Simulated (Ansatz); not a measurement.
We consider zinc-blende HgTe, described by r²SCAN (PAW; Ansatz, an electronic-structure program).

Settings: plane-wave cutoff 600 eV, 20×20×20 k mesh, Fermi–Dirac smearing 0.05 eV, finite displacements, scalar-relativistic PAW data made under PBE.

Computed at the level's own relaxed cell.

Harmonic phonon frequencies (cm⁻¹; i marks an imaginary mode; at Γ without the LO shift):

| q point | frequencies |
|---|---|
| Γ | 0 0 0 101 101 101 |
| X | … |
| L | 19 19 78 115 115 133 |

### Question
Some entries are withheld; supply them.

### Answer

- X, frequencies: 15 15 88 125 128 128

Measured, for comparison: zone-centre TO phonon frequency 116 cm⁻¹ (temperature not stated, no zero-point or thermal correction, Raman; as tabulated in Cardona et al. (2009), arXiv:0908.2634). Computed (rounded) less measured: zone-centre TO phonon frequency -13 %.

No imaginary mode appears at these points.

Note: the solid has no gap at this level, which affects its response.
